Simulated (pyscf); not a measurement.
`[Cl][SiH2][Cl]` → `[SiH2]` [singlet] + `[Cl][Cl]` (1,1-elimination; singlet surface; Cl–Si, Cl–Si broken, Cl–Cl formed). Structures and frequencies: ωB97X-D3(BJ)/def2-SVP in PySCF. MP2 and CC: frozen core, UHF for open shells. ΔMP2 is the change of the MP2 total energy from the triple- to the quadruple-zeta basis. Energies in eV from the reactant's lowest minimum found.

| level | barrier | reaction energy |
|---|---|---|
| ωB97X-D3(BJ)/def2-TZVP | 6.05 | +6.46 |
| r²SCAN/def2-TZVP | 5.42 | +6.44 |
| PBE0-D3(BJ)/def2-TZVP | 5.54 | +6.29 |
| HF/def2-TZVP | 6.76 | +6.25 |
| CCSD/def2-TZVPP | 6.02 | +6.12 |
| CCSD(T)/def2-TZVPP | … | +6.13 |
| CCSD(T)/def2-TZVPP + ΔMP2(QZVPP) | … | … |

### Question
Some entries are withheld; supply them.

### Answer

- CCSD(T)/def2-TZVPP, barrier: 5.79
- CCSD(T)/def2-TZVPP + ΔMP2(QZVPP), barrier: 5.81
- CCSD(T)/def2-TZVPP + ΔMP2(QZVPP), reaction energy: +6.17

On the product side the descent ends in an adduct with a Cl–Si contact, 0.47 eV under the separated species and 0.06 eV under the saddle at ωB97X-D3(BJ)/def2-TZVP. At ωB97X-D3(BJ), CCSD, CCSD(T), CCSD(T) the saddle lies under the separated products, which points to a path from their complex (located at ωB97X-D3(BJ) alone), and parting the products costs more than the saddle. At r²SCAN, PBE0-D3(BJ) this geometry lies under the product side: in single points on another level's saddle the reverse barrier vanishes, and the forward threshold there is about the reaction energy. What is counted as broken (Cl–Si) persists as a longer contact in the product adduct; parting that adduct is a step of its own. The same reactants have a lower exit, to HCl + :HSi–Cl [singlet] (barrier +3.23 eV at ωB97M-D3(BJ), against +5.81 eV here). One saddle was located; it need not be the lowest between these sides. A restricted solution here is unstable towards spin polarisation, so biradical character is likely and single-reference numbers are less safe. The CCSD(T) − MP2 part came from Ansatz, without density fitting, on the same reference. The largest closed-shell T1 diagnostic is 0.043, which may signal static correlation.
